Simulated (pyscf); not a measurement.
PySCF, gas phase, ωB97X-D3(BJ)/def2-SVP geometries. Correlated levels are frozen-core, on RHF or UHF. ΔMP2 is the change of the MP2 total energy from the triple- to the quadruple-zeta basis.

### Question
Estimate by transition-state theory (the high-pressure limit) the rate constant of `[SiH3][InH][PH2]` -> `[PH2][In]` [singlet] + `[SiH4]` (singlet surface; In–Si, H–In broken, H–Si formed) at 1200 K, with CCSD(T)/def2-TZVPP + ΔMP2(QZVPP) energies (ideal gas, 1 atm, RRHO with modes under 100 cm⁻¹ raised to 100, one conformer, R ln 2 for chiral ones without a mode under 150 cm⁻¹; no tunnelling).

### Answer
The electronic barrier is 33.1 kcal/mol and the thermal terms add +4.0, so ΔG‡ = 37.1 kcal/mol. With k_BT/h = 2.50e+13 s⁻¹ and RT = 2.385 kcal/mol, k = 4.3e+06 s⁻¹, a half-life of 1.6e-07 s through this channel alone. Wigner's tunnelling factor for 434i cm⁻¹ would be 1.01. A shift of 1 kcal/mol in the barrier changes k by a factor 1.5. On the product side the descent ends in a complex (not fully relaxed), 6.1 kcal/mol under the separated species and 35.5 kcal/mol under the saddle at ωB97X-D3(BJ)/def2-TZVP. At ωB97X-D3(BJ)/def2-TZVP the barrier from the zero used here is 37.1 kcal/mol. One saddle was located; it need not be the lowest between these sides. The CCSD(T) − MP2 part came from Ansatz, without density fitting, on the same reference. The frozen core leaves the outer d or s,p core shells of the metals and heavy elements correlated in the MP2 and CC values, and def2-TZVPP describes them poorly, which can shift differences by a few kcal/mol. Elements past Kr carry the def2 core potentials, without spin-orbit coupling.
